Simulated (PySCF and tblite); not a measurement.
Values are calculated unless marked as measured or tabulated.
System: C₅H₁₁Cl, numbered as in [CH3:1][CH:2]([CH3:3])[C@H:4]([CH3:5])[Cl:6].

For the rotation about the C2–C4 bond (torsion C1–C2–C4–C5 from -178° to -298°, falling): electronic barrier 4.71 kcal/mol, zero-point change 0.08 kcal/mol, thermal and entropy terms at 250 K a further 0.51 kcal/mol (symmetry numbers apart). The minimum is C1, the saddle C1. The path came from a restrained scan, a climbing-image band and a saddle search at GFN2-xTB; energies are PBE0/pcSseg-1 + D3(BJ)//GFN2-xTB, thermal terms GFN2-xTB. Rate constants are transition-state-theory values, counting equivalent paths, without tunnelling. (PySCF 2.14 with density fitting, tblite 0.8.)

(1) How many equivalent paths lead out of the minimum?

(2) Work out the rate at 250 K.

## Answers

(1) 1: the symmetry number of the minimum is 1, that of the saddle displaced along its mode 1.

(2) ΔG‡ = 5.30 kcal/mol; k_B T/h = 5.2×10¹² s⁻¹; exp(−ΔG‡/RT) = 2.3×10⁻⁵; times 1 gives k = 1.2×10⁸ s⁻¹. Wigner's tunnelling factor for the 71i cm⁻¹ mode would be 1.01.
